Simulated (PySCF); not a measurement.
Spin states of SH⁺

Unrestricted PBE0; H def2-TZVP, S def2-TZVP; no relativity (PySCF 2.14). Outer shells of the fragments: H 1s1; S+ 3s2 3p3.

Followed along the bond (rough minima from three points):

| 2Ms+1 | unpaired | ⟨S²⟩ at the start | R at minimum (Å) | Te (eV) |
| --- | --- | --- | --- | --- |
| 3 | π ↑↑ | 2.01 | 1.37 | 0.00 |
| 1 | π ↑↓ | 1.01 | 1.37 | 0.46 |

Solutions found at the starting distance of 1.405 Å, counted from the lowest of them; the search is not exhaustive and high or unbound solutions are not listed, so other states can lie among these:

| 2Ms+1 | unpaired | term | E (eV) | ⟨S²⟩ | ⟨Lz²⟩ | μ (D) |
| --- | --- | --- | --- | --- | --- | --- |
| 3 | π ↑↑ | ³Σ⁻ | 0.00 | 2.01 | 0.00 | -1.38 |
| 1 | π ↑↓ | mixed | 0.46 | 1.01 | 2.03 | -1.38 |
| 1 | none | mixed | 2.01 | 0.00 | 2.01 | -1.40 |
| 3 | σ ↑, π ↑ | ³Π | 3.79 | 2.01 | 1.01 | -1.81 |
| 1 | σ ↓, π ↑ | mixed | 4.21 | 1.02 | 1.01 | -1.90 |
| 5 | σ ↑↑, π ↑↑ | ⁵Σ⁻ | 8.27 | 6.00 | 0.00 | -0.11 |

A term symbol is given only where ⟨S²⟩ and ⟨Lz²⟩ are close to those of a pure state; real π, δ and φ orbitals otherwise mix terms. A positive dipole points towards S; it is taken about the centre of mass and depends on that origin.

Counting both spins, an empty level lies below a filled one in some of these solutions, because spin and occupation are held.
